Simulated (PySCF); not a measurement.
Method used: delta-SCF UKS SCAN, pcX-2 on the ionised atom, pcseg-1 elsewhere, spin-free X2C (PySCF). Geometries: PBE0-D3(BJ)/def2-SVP; isolated species, one conformer each. Values against the vacuum level.

(1) Order these sites by rising C 1s binding energy.
A. C2 in `[C-:1]#[C:2][C:3]([F:4])([F:5])[F:6]`
B. C4 in `[CH3:1][C@@H:2]1[CH:3]=[C:4]1[F:5]`
C. C3 in `[CH3:1][C:2]#[C:3][CH2:4][F:5]`
D. C4 in `[NH2:1][C:2](=[O:3])[CH2:4][S-:5]`

(2) Rank by computed F 1s binding energy, lowest first.
A. Fluorine in `C[C@H]1C(F)=C1`
B. Fluorine in `C1CC1=CF`
C. Fluorine in `CC#CCF`
D. Fluorine in `C(F)(F)(C#[C-])F`

Answers

(1) A (284.17 eV), D (286.09 eV), C (290.36 eV), B (293.12 eV).

From the lowest up, the atoms are bonded to: C (triple bond) and C in a species of charge -1 (284.17); S, C and 2 H in a species of charge -1 (286.09); C (triple bond) and C (290.36); F, C (double bond) and C (293.12).

(2) D (688.75 eV), C (692.33 eV), B (692.76 eV), A (693.64 eV).

From the lowest up, the atoms are bonded to: C in a species of charge -1 (688.75); C (692.33); C (692.76); C (693.64).

1 of these hole states is spin-contaminated (⟨S²⟩ 0.86, against 0.75; counted from 0.85) and less certain. The basis sets have no added diffuse functions, a weakness for anions.
